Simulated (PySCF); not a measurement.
How methods differ on the ionisation energy of Si

Si [Ne] 3s2 3p2 (3P) → Si⁺ [Ne] 3s2 3p1 (2P), as a difference of total energies. Calculation: PySCF 2.14, in dyall-acv3z (19s12p6d4f, 113 functions); no relativity, point nucleus. Correlated levels: valence: [Ne] frozen; valence and next inner shell: 1s2 frozen; virtual orbitals above 40 to 60 times the deepest correlated orbital energy dropped. The calculations carry no spin-orbit coupling.

| method | ionisation energy (eV) |
| --- | --- |
| UHF | 7.637 |
| LDA | 8.234 |
| PBE | 8.199 |
| PBE0 | 8.220 |
| r2SCAN | 8.321 |
| wB97X-V | 8.034 |
| revPBE | 8.185 |
| BHandHLYP | 7.981 |
| MP2 (valence) | 8.051 |
| SCS-MP2 (valence) | 7.963 |
| MP2 (valence and next inner shell) | 8.055 |
| SCS-MP2 (valence and next inner shell) | 7.967 |

**Question.** How much does correlation contribute at MP2 (valence and next inner shell)?

**Answer.** 8.055 − (7.637) = 0.418 eV, measured against UHF.

Errors of the correlated levels include the incompleteness of this basis and the frozen core.

For comparison: 8.157 eV (measured; NIST levels, between the centres of gravity of the two terms).
